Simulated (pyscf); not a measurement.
# Routes from Cl–Ge:–Cl [singlet] + H₂

Candidate steps break at most two bonds and form at most two. Each was searched with GFN2-xTB (tblite) first. Single points on ωB97X-D3(BJ)/def2-SVP structures (PySCF, gas phase). Energies: ωB97M-D3(BJ)/def2-TZVP, kcal/mol, from the separated reactants, singlet surface; ΔG‡ with ideal gas, 1 atm, RRHO with modes under 100 cm⁻¹ raised to 100, one conformer, R ln 2 for chiral ones without a mode under 150 cm⁻¹.

```tsv
products	type	ΔE‡	ΔE	ΔG‡ 298 K	ΔG‡ 900 K	ν‡ (cm⁻¹)
HCl + Cl–GeH: [singlet]	four-centre exchange	30.5	+28.5	38.5	55.9	1061i
Cl–GeH₂–Cl	insertion	55.8	-13.4	64.2	82.2	1550i
```

Row 1: On the product side the descent ends in a bound adduct, 8.1 kcal/mol under the separated species and 8.2 kcal/mol under the saddle at ωB97X-D3(BJ)/def2-TZVP. 

Plain bond fissions and candidates not yet searched are not listed, and one of them may be faster. Each barrier is that of the saddle found; lower ones may exist. Elements up to Kr have no core potential and no relativistic terms here.
